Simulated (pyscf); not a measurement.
9 transition-metal steps of one kind (four-centre exchange, closed-shell): barrier in kJ/mol, from the separated reactants or the lowest minimum found. Single points on ωB97X-D3(BJ)/def2-SVP structures (PySCF, gas phase). Functionals in def2-TZVP; the last column is ωB97M-D3(BJ)/def2-TZVP. Rows were drawn at random from the steps of this kind and element class whose saddle was verified and whose references are stable.

```json
[
 {"step": "ZnH₂ + H₂S → HS–ZnH + H₂", "PBE": "41.4", "PBE0-D3(BJ)": "46.1", "r²SCAN": "40.5", "ωB97M-D3(BJ)": "70.7"},
 {"step": "H₃C–ZnH + H₂ → CH₄ + ZnH₂", "PBE": "152.5", "PBE0-D3(BJ)": "155.3", "r²SCAN": "152.0", "ωB97M-D3(BJ)": "170.8"},
 {"step": "HCl + Cl–ZnH -> Cl–Zn–Cl + H₂", "PBE": "33.9", "PBE0-D3(BJ)": "34.8", "r²SCAN": "30.3", "ωB97M-D3(BJ)": "54.4"},
 {"step": "H₃C–CH₂–ZnH + H₂S → H₃C–CH₂–Zn–SH + H₂", "PBE": "39.6", "PBE0-D3(BJ)": "42.5", "r²SCAN": "37.9", "ωB97M-D3(BJ)": "67.6"},
 {"step": "H₃C–CH₂–Zn–OH + H₂ → HO–ZnH + H₃C–CH₃", "PBE": "179.7", "PBE0-D3(BJ)": "178.9", "r²SCAN": "178.0", "ωB97M-D3(BJ)": "193.4"},
 {"step": "F–WH(F)(F)(F)–F + HF → F–W(F)(F)(F)(F)–F + H₂", "PBE": "11.5", "PBE0-D3(BJ)": "27.6", "r²SCAN": "4.5", "ωB97M-D3(BJ)": "40.5"},
 {"step": "CuH + HF -> F–Cu + H₂", "PBE": "39.6", "PBE0-D3(BJ)": "35.3", "r²SCAN": "31.6", "ωB97M-D3(BJ)": "37.6"},
 {"step": "H₃C–Zn–Cl + HCl -> CH₄ + Cl–Zn–Cl", "PBE": "44.0", "PBE0-D3(BJ)": "40.7", "r²SCAN": "37.0", "ωB97M-D3(BJ)": "58.3"},
 {"step": "H₃C–Zn–Cl + H₂ → CH₄ + Cl–ZnH", "PBE": "183.9", "PBE0-D3(BJ)": "183.5", "r²SCAN": "182.8", "ωB97M-D3(BJ)": "198.4"}
]
```

Differences from the last column (kJ/mol): PBE: mean -18.4, median -18.3, mean size 18.8, lower in 8 of 9; PBE0-D3(BJ): mean -16.3, median -15.4, mean size 16.3, lower in 9 of 9; r²SCAN: mean -21.9, median -21.3, mean size 21.9, lower in 9 of 9. PBE is closest for row 7 (2.0 kJ/mol apart) and farthest for row 1 (29.3 kJ/mol). PBE, r²SCAN and M06-2X carry no added dispersion term. The last column is a level with limits of its own. Each barrier is that of the saddle found. Elements up to Kr have no core potential and no relativistic terms here. Elements past Kr carry the def2 core potentials, without spin-orbit coupling.
